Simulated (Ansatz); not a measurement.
A made-up structure of CHNaS, closed shell:

Na1  (1.226, -0.134, 1.500)
C2  (-0.196, -0.389, -0.249)
S3  (-0.181, 1.270, -0.191)
H4  (2.500, -0.071, 3.001)
(Å)

It is relaxed with PBE-D4/def2-SVP and then PBE0-D4/def2-TZVP (Ansatz 0.2.0). Atoms count as bonded within 1.22 times the sum of their covalent radii (H–H: 0.88 Å). The end point is not checked to be a true minimum.

Task: Does its bonding change? (A judgement: the text doesn't fix the answer.)

Result: Computed: Yes. Formed: none; broken: Na1–S3.

Where it ends: The first stage lowers the energy by 0.83 eV in 10 steps. It ends as CHNaS ([NaH][C][S]):
```xyz
4
angstrom
Na 1.5219 -0.4853 1.8329
C -0.0608 0.2707 -0.0639
S -0.8548 1.1552 -1.0095
H 2.7431 -0.2644 3.3013
```

Labels in which every atom is bracketed show which atoms are joined, not bond orders.

For scale, one of the runs: PBE0-D4/def2-TZVP relaxation, 106 basis functions, launched by `ansatz run in.yaml --threads 2 --pin off --events-out ev --progress --plain --max-ram 4352MiB`. The run took about 18 s on 2 CPU threads of an Arm Neoverse V2 (shared host).
